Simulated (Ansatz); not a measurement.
**H₂ClO (doublet): wave-function methods side by side at distance Cl1–H2 along a hydrogen transfer = 1.365 Å, cc-pVDZ**

Aim: climb from Hartree-Fock through coupled cluster and multireference methods for H₂ClO (doublet) at one geometry and basis, and see what each rung misses.

Program: Ansatz 0.2.0, Gaussian basis. Level of theory: cc-pVDZ, core rule «outside noble gas», up to 6 orbitals frozen. These are calculated values, not measurements.

The runs, in order: UHF; CCSD(T) on ROHF; CCSD(T) on UHF; BCCD(T) on ROHF; CISD; CCSDT(Q) on ROHF; CCSDT(Q) on UHF; CASSCF and MRCISD+Q, 3 electrons in 3 orbitals; CASSCF and NEVPT2, 3 electrons in 3 orbitals.

19 further runs of the same task are left out: 9 for a known fault of the program, 1 for a mislabelled method, 7 that didn't finish, 2 set aside as unsound or not needed.

### Step 1. What is computed

The geometry derives from fragments relaxed apart (PBE0/def2-TZVP) and kept rigid, so it is no stationary point. A hydrogen atom is moved between rigid fragments.

4 atoms, charge 0, spin multiplicity 2.

Atoms are counted from 1 here; the program's logs count them from 0.

Bond lengths: Cl1–H2 1.365 Å, O3–H4 0.973 Å.

As a file:

```
Cl   -1.8412    0.2350    0.0000
H    -0.4762    0.2350    0.0000
O     1.0328    0.2350    0.0000
H     1.2846   -0.7050    0.0000
```

### Step 2. UHF

Input file in.yaml:

```yaml
crystal:
  periodic: [false, false, false]
  atoms:
    - {symbol: Cl, position_ang: [-1.841215, 0.234988, 0.000000]}
    - {symbol: H, position_ang: [-0.476215, 0.234988, 0.000000]}
    - {symbol: O, position_ang: [1.032785, 0.234988, 0.000000]}
    - {symbol: H, position_ang: [1.284644, -0.704963, 0.000000]}
basis:
  gaussian: {orbitals: cc-pVDZ}
magnetization: {spin_polarized: true, initial_magnetization: 1}
hamiltonian: {xc: hf}
output: {orbitals: {seedname: orbitals}}
```

Started as:

```
> ansatz run in.yaml --threads 1 --pin off --events-out ev --progress --plain --max-ram 2393MiB
```

The runs that follow: CCSD(T) on ROHF; CCSD(T) on UHF; BCCD(T) on ROHF; CISD; CCSDT(Q) on ROHF; CCSDT(Q) on UHF; CASSCF and MRCISD+Q, 3 electrons in 3 orbitals; CASSCF and NEVPT2, 3 electrons in 3 orbitals.

Before running them: what should the planned runs give, taken together? Wanted: UCCSDT(Q) below the RHF energy; RMP2 from UCCSDT(Q); UMP2 from UCCSDT(Q); RCCSD from UCCSDT(Q); RCCSD(T) from UCCSDT(Q); UCCSD(T) from UCCSDT(Q); RCCSDT(Q) from UCCSDT(Q); NEVPT2 pair from UCCSDT(Q); MRCISD+Q pair from UCCSDT(Q).

**Answer**, as computed:

| quantity | value |
| --- | --- |
| UCCSDT(Q) below the RHF energy | -9.3081 eV |
| RMP2 from UCCSDT(Q) | +956.3 meV |
| UMP2 from UCCSDT(Q) | +956.5 meV |
| RCCSD from UCCSDT(Q) | +168.3 meV |
| RCCSD(T) from UCCSDT(Q) | +29.6 meV |
| UCCSD(T) from UCCSDT(Q) | +28.9 meV |
| RCCSDT(Q) from UCCSDT(Q) | +0.9 meV |
| NEVPT2 pair from UCCSDT(Q) | +887.0 meV |
| MRCISD+Q pair from UCCSDT(Q) | +58.0 meV |
| levels within 1 kcal/mol (43 meV) | RCCSD(T), UCCSD(T), BCCD(T), RCCSDT, UCCSDT, RCCSDT(Q) |
| T1 diagnostic | 0.011 |

RCCSD(T) lands +29.6 meV from the yardstick (0.3 % of the correlation energy). Of the multireference levels listed MRCISD+Q pair comes nearest in total energy (+58.0 meV), which doesn't show that its space is the better one. These misses are within one basis, not against nature; the frozen cores of restricted and unrestricted runs differ, which can shift their rows.
